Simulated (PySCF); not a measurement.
DMSO cation (C2H6OS), SMILES CS(C)=O (connectivity only; charge and spin as stated), charge +1, multiplicity 2. Coordinates come from a PBE-D3(BJ)/def2-SVP optimisation. The spin state was assumed, not searched.

Level of theory: PBE-D3(BJ)/def2-SVP (PySCF).

Harmonic wavenumbers (cm⁻¹): 139, 169, 245, 276, 312, 599, 678, 850, 900, 915, 971, 1070, 1237, 1266, 1335, 1350, 1353, 1368, 2971, 2975, 3106, 3108, 3117, 3120. Rotational constants (GHz): 7.269, 6.325, 3.816; symmetry number 1.

### Question
Work out the zero-point energy and the ideal-gas rigid-rotor harmonic-oscillator thermochemistry at 298.15 K and 1 atm.

### Answer
ZPE = ½ Σ hcν = ½ × 33431 cm⁻¹ = 47.79 kcal/mol. H − E(el) = 52.18 kcal/mol. Entropy in cal/(mol K): translation 38.98, rotation 25.02, vibration 11.50, spin 1.38, total 76.88. G − E(el) = 29.25 kcal/mol. Cp = 21.91 cal/(mol K). Modes under 150 cm⁻¹ make the vibrational entropy uncertain.
